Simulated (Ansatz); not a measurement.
A made-up structure of C₂H₄Al (charge +1), singlet:

```
7
angstrom
C -1.1759 0.2822 -1.2627
C -0.2194 0.0527 -0.2352
Al 1.2935 -0.3104 1.3895
H -2.3406 0.5678 -0.9963
H -0.8664 0.2019 -2.4489
H 0.4863 -0.1070 2.9300
H 2.8225 -0.6871 0.6237
```

It is relaxed with PBE-D4/def2-SVP and then PBE0-D4/def2-TZVP (Ansatz 0.2.0). Atoms count as bonded within 1.22 times the sum of their covalent radii (H–H: 0.88 Å). The end point is not checked to be a true minimum.

(1) Does its bonding change? (A judgement: the text doesn't fix the answer.)

## Answers

(1) Computed: No: no bond forms or breaks.

Where it ends: The first stage lowers the energy by 1.38 eV in 5 steps. It ends as C₂H₄Al ([CH2][C][AlH2]), total charge +1:
```tsv
atom	x (Å)	y (Å)	z (Å)
C1	-1.0497	0.2520	-1.1274
C2	-0.1957	0.0470	-0.2100
Al3	1.1551	-0.2773	1.2407
H4	-2.0896	0.5071	-0.8894
H5	-0.7739	0.1805	-2.1866
H6	0.4337	-0.0956	2.6157
H7	2.5201	-0.6137	0.5569
```

Labels in which every atom is bracketed show which atoms are joined, not bond orders.

For scale, one of the runs: PBE0-D4/def2-TZVP relaxation, 123 basis functions, launched by `ansatz run in.yaml --threads 2 --pin off --events-out ev --progress --plain --max-ram 4352MiB`. Hardware: 2 CPU threads of an Intel Xeon Platinum 8259CL, shared host. Wall time about 15 s.
